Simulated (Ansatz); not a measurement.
**BHCl (quartet): wave-function methods side by side, cc-pVTZ**

How much of the correlation energy of BHCl (quartet) does each wave-function method recover here?

Program: Ansatz 0.2.0, Gaussian basis. Level of theory: cc-pVTZ, core rule «outside noble gas», up to 6 orbitals frozen. These are calculated values, not measurements.

Plan: UHF; CCSD(T) on ROHF; CCSD(T) on UHF; BCCD(T) on ROHF; CCSDT(Q) on ROHF; CCSDT(Q) on UHF.

11 further runs of the same task are left out: 7 for a known fault of the program, 4 set aside as unsound or not needed.

**1. The system**

The geometry is a PBE0/def2-TZVP stationary point (not a proven minimum) of the parent state, kept for this charge and spin.

3 atoms, charge 0, spin multiplicity 4.

Atoms are counted from 1 here; the program's logs count them from 0.

Bond lengths: B1–Cl2 1.710 Å, B1–H3 1.193 Å. Angles: Cl2–B1–H3 123.6°.

Geometry (Å):

```xyz
3
BClH
B     0.00000   -0.18611    1.25465
Cl    0.00000    0.03646   -0.44055
H     0.00000    0.71374    2.03857
```

**2. UHF**

in.yaml reads:

```yaml
crystal:
  periodic: [false, false, false]
  atoms:
    - {symbol: B, position_ang: [0.000000, -0.186113, 1.254645]}
    - {symbol: Cl, position_ang: [0.000000, 0.036461, -0.440547]}
    - {symbol: H, position_ang: [0.000000, 0.713740, 2.038566]}
basis:
  gaussian: {orbitals: cc-pVTZ}
magnetization: {spin_polarized: true, initial_magnetization: 3}
hamiltonian: {xc: hf}
output: {orbitals: {seedname: orbitals}}
```

Command:

```sh
ansatz run in.yaml --threads 1 --pin off --events-out ev --progress --plain --max-ram 2816MiB --backend cpu
```

After this run come: CCSD(T) on ROHF; CCSD(T) on UHF; BCCD(T) on ROHF; CCSDT(Q) on ROHF; CCSDT(Q) on UHF.

**Question.** What will the summary of the whole plan be? Wanted: UCCSDT(Q) below the RHF energy; RMP2 from UCCSDT(Q); UMP2 from UCCSDT(Q); RCCSD from UCCSDT(Q); RCCSD(T) from UCCSDT(Q); UCCSD(T) from UCCSDT(Q); RCCSDT(Q) from UCCSDT(Q); T1 diagnostic.

The runs gave:

| quantity | value |
| --- | --- |
| UCCSDT(Q) below the RHF energy | -8.0339 eV |
| RMP2 from UCCSDT(Q) | +1348.8 meV |
| UMP2 from UCCSDT(Q) | +1405.1 meV |
| RCCSD from UCCSDT(Q) | +391.5 meV |
| RCCSD(T) from UCCSDT(Q) | +71.2 meV |
| UCCSD(T) from UCCSDT(Q) | +76.1 meV |
| RCCSDT(Q) from UCCSDT(Q) | +5.6 meV |
| levels within 1 kcal/mol (43 meV) | RCCSDT, UCCSDT, RCCSDT(Q) |
| T1 diagnostic | 0.062 |

**Reading.** RCCSD(T) lands +71.2 meV from the yardstick (0.9 % of the correlation energy). These misses are within one basis, not against nature; the frozen cores of restricted and unrestricted runs differ, which can shift their rows.
